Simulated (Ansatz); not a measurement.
# NH2 radical: geometry and frequencies at several levels, part 2 of 2

Aim: geometry and frequencies at several levels, for NH2 radical, with the cost of each level. Spin multiplicity 2.

Ansatz 0.2.0, Gaussian bases. The steps go on from the part before.

## Step 10: Frequencies, PBE-D4/def2-SVP

input.yaml

```yaml
crystal:
  periodic: [false, false, false]
  atoms:
    - { symbol: "N", position_ang: [0.0007398, 0.13980899, -0.00111019] }
    - { symbol: H, position_ang: [-0.80540664, -0.52828853, -0.00070567] }
    - { symbol: H, position_ang: [0.79977684, -0.53669045, 0.00915586] }
magnetization:
  spin_polarized: true
  initial_magnetization: 1
basis:
  gaussian: { orbitals: def2-SVP }
hamiltonian:
  xc: pbe
  dispersion: d4
phonons: {}
```

Started as:

```bash
$ ansatz run input.yaml --threads 1 --pin off --max-ram 2560MiB --backend cpu --events-out ev --progress --plain --runs-dir out
```

What it wrote (excerpt; [...] marks lines left out):

```text
Warning: RAYON_NUM_THREADS=1 ignored (pool sized by the plan → 1); use --threads N
[...]
Functional definition: PBE
[...]
288 factors; their error is unknown
[...]
mean field -1517.21182836 eV, -55.7565062890 hartree, gradient 1.9e-5 eV, S^2 0.752511; 0 other end points of the search recorded, 0 dependent functions left out
[...]
reference -1517.21184720 eV, -55.7565069814 hartree; 5, 4 occupied and 19, 20 virtual orbitals, 288 factors
[...]
288 factors; their error is unknown
[...]
mean field -1517.21174486 eV, -55.7565032207 hartree, gradient 2.7e-6 eV, S^2 0.752517; 0 other end points of the search recorded, 0 dependent functions left out
[...]
reference -1517.21176369 eV, -55.7565039124 hartree; 5, 4 occupied and 19, 20 virtual orbitals, 288 factors
[...]
288 factors; their error is unknown
[...]
288 factors; their error is unknown
mean field -1517.21178952 eV, -55.7565048617 hartree, gradient 9.1e-7 eV, S^2 0.752508; 0 other end points of the search recorded, 0 dependent functions left out
[...]
reference -1517.21180836 eV, -55.7565055541 hartree; 5, 4 occupied and 19, 20 virtual orbitals, 288 factors
[...]
288 factors; their error is unknown
mean field -1517.21178894 eV, -55.7565048403 hartree, gradient 2.4e-6 eV, S^2 0.752515; 0 other end points of the search recorded, 0 dependent functions left out
[...]
reference -1517.21180778 eV, -55.7565055327 hartree; 5, 4 occupied and 19, 20 virtual orbitals, 288 factors
Total energy: -1517.21820276 eV, -55.7567405439 hartree
Atom 0 at     0.000740     0.139809    -0.001110 Å, force     0.000006     0.001182    -0.000009 eV/Å
Atom 1 at    -0.805407    -0.528289    -0.000706 Å, force    -0.000885    -0.000587    -0.000001 eV/Å
Atom 2 at     0.799777    -0.536690     0.009156 Å, force     0.000879    -0.000596     0.000010 eV/Å
Dipole moment:    -0.002050    -0.387925     0.003079 e Å
Vibrations: 1496.37 3230.52 3317.98 cm⁻¹, zero-point energy 0.498718 eV
```

Run time: 1 s. Hardware: 1 thread of Intel Xeon Platinum 8488C (Sapphire Rapids), shared host; peak memory 0.096 GiB.

Harmonic frequencies (cm⁻¹; negative: imaginary): 1496, 3231, 3318.

## Step 11: Relaxation, PBE0-D4/def2-TZVPP

This run stands in another session on the same molecule. It ended at:

```xyz
3

N     0.0006    0.1179   -0.0009
H    -0.8049   -0.5173   -0.0008
H     0.7994   -0.5257    0.0091
```

## Step 12: Relaxation, MP2/def2-TZVPP

input.yaml

```yaml
crystal:
  periodic: [false, false, false]
  atoms:
    - { symbol: "N", position_ang: [0.00062399, 0.11791002, -0.0009364] }
    - { symbol: H, position_ang: [-0.80492208, -0.51734123, -0.00078995] }
    - { symbol: H, position_ang: [0.79940809, -0.52573878, 0.00906635] }
magnetization:
  spin_polarized: true
  initial_magnetization: 1
basis:
  gaussian: { orbitals: def2-TZVPP }
correlation:
  method: mp2
scf:
  omitted_lower_state_checks: [cluster_reference]
relax:
  f_tol: 0.002
  max_steps: 40
```

Started as:

```bash
$ ansatz run input.yaml --threads 1 --pin off --max-ram 2560MiB --backend cpu --events-out ev --progress --plain --runs-dir out
```

What it wrote (excerpt; [...] marks lines left out):

```text
Warning: RAYON_NUM_THREADS=1 ignored (pool sized by the plan → 1); use --threads N
[...]
[... 1 set-up line as earlier in the session ...]
[...]
389 factors; integrals over basis functions are off by at most 3.5e-4 eV
[...]
mean field -1512.64570620 eV, -55.5887043949 hartree, gradient 1.4e-6 eV, S^2 0.759179; 0 other end points of the search recorded, 0 dependent functions left out
1 core orbitals not correlated: weight in the atoms' cores, before any rotation towards them, 1.000 or more for the frozen orbitals, at most 0.000 for the correlated occupied ones
reference -1512.64570620 eV, -55.5887043949 hartree; 4, 3 occupied and 54, 55 virtual orbitals, 389 factors
second order -5.00822802 eV of doubles, -0.00000000 eV of singles
[...]
relax step   1: F+E_penalty+E_count = -1517.65393422 eV  Δ(F+E_penalty+E_count) = +0.000e0 eV  max|allowed force component| = 2.186e-1 eV/Å  Δτ_max = 0.0000 Å  (34 SCF iters, accepted)
[...]
389 factors; integrals over basis functions are off by at most 3.5e-4 eV
mean field -1512.65118083 eV, -55.5889055839 hartree, gradient 5.8e-6 eV, S^2 0.759066; 1 other end points of the search recorded, 0 dependent functions left out
1 core orbitals not correlated: weight in the atoms' cores, before any rotation towards them, 1.000 or more for the frozen orbitals, at most 0.000 for the correlated occupied ones
reference -1512.65118083 eV, -55.5889055839 hartree; 4, 3 occupied and 54, 55 virtual orbitals, 389 factors
second order -5.00368396 eV of doubles, -0.00000000 eV of singles
[...]
Total energy: -1517.65486480 eV, -55.7727875778 hartree
Atom 0 at     0.000614     0.116039    -0.000922 Å, force     0.000001     0.000136    -0.000001 eV/Å
Atom 1 at    -0.801120    -0.516425    -0.000774 Å, force    -0.000084    -0.000068     0.000000 eV/Å
Atom 2 at     0.795616    -0.524783     0.009036 Å, force     0.000084    -0.000068     0.000001 eV/Å
Dipole moment:    -0.002086    -0.394742     0.003133 e Å
Checks for a lower state left out: cluster_reference
```

Run time: 1.9 s. Hardware: 1 thread of Intel Xeon Platinum 8488C (Sapphire Rapids), shared host; peak memory 0.12 GiB.

The steps of the relaxation:

```csv
step,E - E(step 1) (eV),largest force component (eV/Å)
1,0.0000,0.2186
2,-0.0009,0.0696
3,-0.0009,0.0089
4,-0.0009,0.0001
```

Step 1 is the start.

Before: Bond lengths: N1–H2 1.026 Å, N1–H3 1.026 Å. Angles: H2–N1–H3 102.9°.

After: Bond lengths: N1–H2 1.021 Å, N1–H3 1.021 Å. Angles: H2–N1–H3 102.9°.

## Step 13: Frequencies, MP2/def2-TZVPP

input.yaml

```yaml
crystal:
  periodic: [false, false, false]
  atoms:
    - { symbol: "N", position_ang: [0.00061408, 0.11603857, -0.00092155] }
    - { symbol: H, position_ang: [-0.80112033, -0.51642537, -0.00077405] }
    - { symbol: H, position_ang: [0.79561625, -0.52478319, 0.0090356] }
magnetization:
  spin_polarized: true
  initial_magnetization: 1
basis:
  gaussian: { orbitals: def2-TZVPP }
correlation:
  method: mp2
scf:
  omitted_lower_state_checks: [cluster_reference]
phonons: {}
```

Started as:

```bash
$ ansatz run input.yaml --threads 1 --pin off --max-ram 2560MiB --backend cpu --events-out ev --progress --plain --runs-dir out
```

What it wrote (excerpt; [...] marks lines left out):

```text
Warning: RAYON_NUM_THREADS=1 ignored (pool sized by the plan → 1); use --threads N
[...]
[... 1 set-up line as earlier in the session ...]
[...]
389 factors; integrals over basis functions are off by at most 3.5e-4 eV
[...]
mean field -1512.65118083 eV, -55.5889055836 hartree, gradient 1.2e-6 eV, S^2 0.759066; 0 other end points of the search recorded, 0 dependent functions left out
1 core orbitals not correlated: weight in the atoms' cores, before any rotation towards them, 1.000 or more for the frozen orbitals, at most 0.000 for the correlated occupied ones
reference -1512.65118083 eV, -55.5889055836 hartree; 4, 3 occupied and 54, 55 virtual orbitals, 389 factors
second order -5.00368397 eV of doubles, -0.00000000 eV of singles
[...]
389 factors; integrals over basis functions are off by at most 3.5e-4 eV
[...]
mean field -1512.65058476 eV, -55.5888836786 hartree, gradient 1.1e-6 eV, S^2 0.759083; 0 other end points of the search recorded, 0 dependent functions left out
1 core orbitals not correlated: weight in the atoms' cores, before any rotation towards them, 1.000 or more for the frozen orbitals, at most 0.000 for the correlated occupied ones
reference -1512.65058476 eV, -55.5888836786 hartree; 4, 3 occupied and 54, 55 virtual orbitals, 389 factors
second order -5.00423413 eV of doubles, -0.00000000 eV of singles
[...]
Total energy: -1517.65486480 eV, -55.7727875778 hartree
Atom 0 at     0.000614     0.116039    -0.000922 Å, force     0.000001     0.000136    -0.000001 eV/Å
Atom 1 at    -0.801120    -0.516425    -0.000774 Å, force    -0.000084    -0.000067     0.000000 eV/Å
Atom 2 at     0.795616    -0.524783     0.009036 Å, force     0.000083    -0.000068     0.000001 eV/Å
Dipole moment:    -0.002086    -0.394742     0.003133 e Å
Vibrations: 1553.96 3452.46 3556.85 cm⁻¹, zero-point energy 0.530855 eV
Checks for a lower state left out: cluster_reference
```

It took 2.4 s on 1 thread of Intel Xeon Platinum 8488C (Sapphire Rapids), shared host; peak memory 0.12 GiB.

Harmonic frequencies (cm⁻¹; negative: imaginary): 1554, 3452, 3557.

## Step 14: The levels compared

```csv
level,N1–H2 (Å),N1–H3 (Å),rotational constants (MHz),dipole (D),highest frequency (cm⁻¹),CPU time
HF/STO-3G,1.0581,1.0581,"621960, 380820, 236200",1.77,3913,0.21 s
HF/6-31G*,1.0126,1.0126,"744040, 391880, 256690",2.13,3708,0.49 s
LDA/def2-SVP,1.0478,1.0478,"640710, 385610, 240730",1.96,3333,0.63 s
PBE-D4/def2-SVP,1.0470,1.0470,"634520, 389210, 241240",1.86,3318,0.83 s
PBE0-D4/def2-TZVPP,1.0259,1.0259,"701380, 389620, 250480",1.87,-,2.2 s
MP2/def2-TZVPP,1.0212,1.0212,"707580, 393340, 252810",1.90,3557,1.9 s
```

Constants are for the commonest isotopes at the equilibrium geometry; times are CPU times of the relaxations.

## Step 15: Outcome

The summary covers parts 1 to 2.

```
                     quantity              value
      N1–H2 at MP2/def2-TZVPP            1.021 Å
      N1–H3 at MP2/def2-TZVPP            1.021 Å
frequencies at MP2/def2-TZVPP  1554 to 3557 cm⁻¹
```

The N–H distance spreads over 0.046 Å, from HF/6-31G* (shortest) to HF/STO-3G. No mode is imaginary, so the geometry is a minimum.
